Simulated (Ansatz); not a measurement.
A geometry relaxed with B3LYP-D3(BJ)/def2-SVP in Ansatz (a program for electronic structure), charge 0, multiplicity 1:

```xyz
3

C     -0.0227     0.0568     0.0000
N      1.0097     0.5753     0.0000
H     -0.9870    -0.4274     0.0000
```

**Question.** Write the SMILES of this molecule.

**Answer.** `C#N`
